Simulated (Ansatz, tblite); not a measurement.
# BCl2Br (BBrCl₂): charged states by level of theory

The task here is to estimate one member of a computed series from the others.

The runs use Ansatz 0.2.0, Gaussian basis; as each input shows.

The runs, in order: charge +1 doublet, at the geometry of the singlet (PBE0-D4/def2-TZVP, PBE-D4/def2-TZVP, r2SCAN-D4/def2-TZVP, CCSD(T)/def2-TZVPP); the starting singlet's energies come from earlier runs.

## The relaxed structure

The geometry is that of the singlet, from an earlier relaxation (B3LYP-D4/def2-SVP).

4 atoms, charge 0, spin multiplicity 1.

Atoms are counted from 1 here; the program's logs count them from 0.

Bond lengths: B1–Cl2 1.749 Å, B1–Cl3 1.749 Å, B1–Br4 1.914 Å. Angles: Cl2–B1–Cl3 120.0°, Cl2–B1–Br4 120.0°, Cl3–B1–Br4 120.0°.

The first run:

in.yaml reads:

```yaml
crystal:
  periodic: [false, false, false]
  atoms:
    - {symbol: B, position_ang: [0.021012, 0.035138, 0.000441]}
    - {symbol: Cl, position_ang: [1.769595, 0.008838, 0.023542]}
    - {symbol: Cl, position_ang: [-0.829457, 1.563347, -0.005840]}
    - {symbol: Br, position_ang: [-0.961160, -1.607333, -0.018134]}
basis:
  gaussian: {orbitals: def2-SVP}
total_charge: 1
magnetization: {spin_polarized: true, initial_magnetization: 1}
hamiltonian: {xc: pbe0, dispersion: d4}
output: {orbitals: {seedname: orbitals}}
```

Started as:

```bash
$ ansatz run in.yaml --threads 2 --pin off --events-out ev --progress --plain --max-ram 4352MiB
```

Steps of the session up to this table: Charge +1 doublet at the fixed geometry, first pass, PBE0-D4/def2-SVP; Charge +1 doublet at the fixed geometry, PBE0-D4/def2-TZVP; Charge +1 doublet at the fixed geometry, PBE-D4/def2-TZVP; Charge +1 doublet at the fixed geometry, r2SCAN-D4/def2-TZVP; Charge +1 doublet at the fixed geometry, CCSD(T)/def2-TZVPP.

One table of the session follows, with a row left open; its other results are not shown here.

It belongs to the step «Vertical ionisation energy». 

```
             method  vertical ionisation energy (eV)
      HF/def2-TZVPP                            10.38
   PBE-D4/def2-TZVP                            10.41
r2SCAN-D4/def2-TZVP                            10.68
  PBE0-D4/def2-TZVP                            10.88
     MP2/def2-TZVPP                                ?
    CCSD/def2-TZVPP                            11.12
 CCSD(T)/def2-TZVPP                            11.11
```

Estimate the missing values for MP2/def2-TZVPP.

**Answer.** vertical ionisation energy (eV): 11.32. In the column «vertical ionisation energy (eV)» it is the highest.
